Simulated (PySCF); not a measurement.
AlH was optimised in PySCF in the def2-SVP basis family (density fitting, no spin–orbit coupling) with several functionals.

One of them gave a singlet of C∞v symmetry with a mean bond of 1.685 Å to Al, wavenumbers 1593 cm⁻¹ and a HOMO–LUMO gap of 2.33 eV.

Task: Which level of theory was it?
A. PBE0
B. B3LYP
C. PBE

Result: C. That is PBE, with Al–H 1.685 Å. The others give B3LYP 1.667 Å and 1647 cm⁻¹ for the highest mode; PBE0 1.668 Å and 1659 cm⁻¹ for the highest mode.

The structures come from searches over a few start shapes, so lower isomers are not excluded.
